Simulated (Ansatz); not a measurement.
**CH5O radical (built from SMILES CO.[H]): single points off equilibrium**

One table from this session's results is given with a row withheld; the runs are named, their logs left out.

Method: single points in def2-TZVPP; program: Ansatz 0.2.0, Gaussian basis.

Correlated methods freeze the cores. Orbitals are unrestricted.

### The starting structure

7 atoms, charge 0, spin multiplicity 2.

Atoms are counted from 1 here; the program's logs count them from 0.

Bond lengths: O2–C3 1.369 Å, C3–H5 1.091 Å, C3–H6 1.101 Å, C3–H7 1.084 Å. Angles: O2–C3–H5 113.1°, O2–C3–H6 112.7°, O2–C3–H7 102.7°, H5–C3–H6 113.0°, H5–C3–H7 107.0°, H6–C3–H7 107.5°.

Coordinates:

```xyz
7

H    -0.7619   -1.1388    0.3969
O    -0.0080   -0.7262   -0.5606
C     0.4024    0.5517   -0.2933
H    -1.3684   -1.3864    1.1979
H     1.0747    0.6155    0.5641
H    -0.4352    1.2639   -0.2378
H     0.9853    0.8030   -1.1719
```

The first run:

run/in.yaml

```yaml
crystal:
  periodic: [false, false, false]
  atoms:
    - {symbol: H, position_ang: [-0.761900, -1.138800, 0.396900]}
    - {symbol: O, position_ang: [-0.008000, -0.726200, -0.560600]}
    - {symbol: C, position_ang: [0.402400, 0.551700, -0.293300]}
    - {symbol: H, position_ang: [-1.368400, -1.386400, 1.197900]}
    - {symbol: H, position_ang: [1.074700, 0.615500, 0.564100]}
    - {symbol: H, position_ang: [-0.435200, 1.263900, -0.237800]}
    - {symbol: H, position_ang: [0.985300, 0.803000, -1.171900]}
basis:
  gaussian: {orbitals: def2-TZVPP}
magnetization: {spin_polarized: true, initial_magnetization: 1}
correlation: {method: ccsd_t}
scf: {omitted_lower_state_checks: [cluster_reference]}
output: {forces: true}
```

On the command line:

```
$ ansatz run in.yaml --threads 4 --pin off --events-out ev --progress --plain --max-ram 5222MiB
```

Steps of the session up to this table: CCSD(T)/def2-TZVPP; PBE0-D4/def2-TZVPP; wB97M-V/def2-TZVPP; r2SCAN-D4/def2-TZVPP; PBE-D4/def2-TZVPP; HSE06-D4/def2-TZVPP; B97M-V/def2-TZVPP.

One of the session's tables, all rows but one given; the rest of the session is left out.

| method | RMS force component (eV/Å) | angle to CCSD(T) forces (°) | dipole (D) |
| --- | --- | --- | --- |
| CCSD(T) | 0.696 | reference | 1.43 |
| PBE0-D4 | 0.580 | 19.2 | 1.45 |
| wB97M-V | ? | ? | ? |
| r2SCAN-D4 | 0.592 | 14.5 | 1.44 |
| PBE-D4 | 0.597 | 20.3 | 1.42 |
| HSE06-D4 | 0.580 | 19.4 | 1.45 |
| B97M-V | 0.540 | 21.4 | 1.46 |

Q: Estimate the row for wB97M-V from the others.

As computed: RMS force component (eV/Å): 0.640; angle to CCSD(T) forces (°): 10.8; dipole (D): 1.47. In the column «RMS force component (eV/Å)» it lies between PBE-D4 (0.597) and CCSD(T) (0.696).
